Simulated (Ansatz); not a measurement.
`[Li][O]C`, relaxed with RKS PBE0-D4/def2-TZVP in the Gaussian-basis code of Ansatz from a PBE-D4/def2-SVP geometry. The force threshold is 0.005 eV/Å; the program also tests the step.

The species carries charge 0 and has multiplicity 1.

Start:

```xyz
6

Li   -0.886    0.642    2.193
O    -0.308    0.232    0.785
C     0.179   -0.129   -0.441
H     1.297   -0.029   -0.531
H    -0.042   -1.199   -0.716
H    -0.239    0.483   -1.289
```

Task: By how much does the energy fall, and how many steps does the optimiser take? (Estimate.)

Result: The calculation gave: 0.02 eV, in 4 steps.

Task: Which bonds change most? (An estimate is asked.)

Result: Computed: C3–H4 from 1.126 to 1.105 Å; C3–H6 from 1.126 to 1.105 Å; C3–H5 from 1.126 to 1.105 Å; O2–C3 from 1.368 to 1.366 Å.

Task: Give the relaxed structure. (Best estimate.)

Result: Ansatz gave: 
```xyz
6

Li   -0.876    0.640    2.182
O    -0.309    0.226    0.771
C     0.181   -0.133   -0.452
H     1.280   -0.026   -0.519
H    -0.040   -1.185   -0.708
H    -0.236    0.477   -1.274
```
